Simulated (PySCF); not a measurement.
How well do the runs reproduce experiment for formic acid?

**What was measured.**

NIST CCCBDB Release 22 (SRD 101), experimental polarizabilities lists, for the gas: mean polarisability 3.319 Å³.

From CORE65 (Golze, Keller, Rinke, J. Phys. Chem. Lett. 2020, 11, 1840), as tabulated in Jana, Herbert, J. Chem. Phys. 2023, 158, 094111, SI, for the gas: O 1s binding energy of O3 540.69 eV; O 1s binding energy of O1 539.02 eV; C 1s binding energy of C2 295.75 eV.

How close the calculation comes is told at the end.

Formic acid, CH₂O₂.
Atom-mapped SMILES: `[O:1]=[CH:2][OH:3]` (hydrogens: H4 on C2; H5 on O3)

Cartesian coordinates in Å at the GFN2-xTB level; atoms count from 1:
```
atom  x, y, z in Å
O1    -0.6588    1.1265   -0.5544
C2    -0.4135    0.0254   -0.1671
O3     0.7823   -0.5386   -0.1587
H4    -1.1554   -0.6783    0.2399
H5     1.4540    0.0679   -0.5152
```

The PySCF runs (gas phase, on this GFN2-xTB geometry; non-relativistic but for the core-level run):

```tsv
level	job	basis functions	wall time
PBE0/def2-SVPD	8 singlets by full TDDFT, 3 Tamm–Dancoff triplets, polarisability	82	2.8 s
delta-SCF UKS SCAN, pcX-2 on the ionised atom, pcseg-1 elsewhere, spin-free X2C	ΔSCF core ionisation, 3 holes	83	4.4 s
```

Hardware: one thread, Arm Neoverse V1, no GPU (shared host).

**Comparison with experiment**

**Mean polarisability.** Measured: 3.319 Å³ (NIST CCCBDB Release 22 (SRD 101), experimental polarizabilities).

| level | computed (Å³) | computed − measured (Å³) | % (from the printed values) |
| --- | --- | --- | --- |
| PBE0/def2-SVPD | 3.247 | -0.072 | -2 |

The computed values are static and purely electronic, with core orbitals frozen in the response (1 au = 0.148185 Å³). The table of measured values doesn't say here whether a value is static or optical, or holds a vibrational part. The measurement averages over conformers, the calculation has one.

**Core binding energies.** Delta-SCF UKS SCAN, pcX-2 on the ionised atom, pcseg-1 elsewhere, spin-free X2C in PySCF 2.14.0.

```csv
level and atom,computed (eV),measured (eV),computed − measured (eV)
"O 1s, O3",540.78,540.69,+0.09
"O 1s, O1",538.67,539.02,-0.35
"C 1s, C2",295.63,295.75,-0.12
```

Sources, in the order of the opening: CORE65 (Golze, Keller, Rinke, J. Phys. Chem. Lett. 2020, 11, 1840), as tabulated in Jana, Herbert, J. Chem. Phys. 2023, 158, 094111, SI. Against the first value of each row the mean signed difference is -0.13 eV and the largest in size -0.35 eV. The computed values are vertical, without vibrational structure; measured positions hang on the energy calibration. 

No measured geometry was used, and the causes of the misses weren't examined.
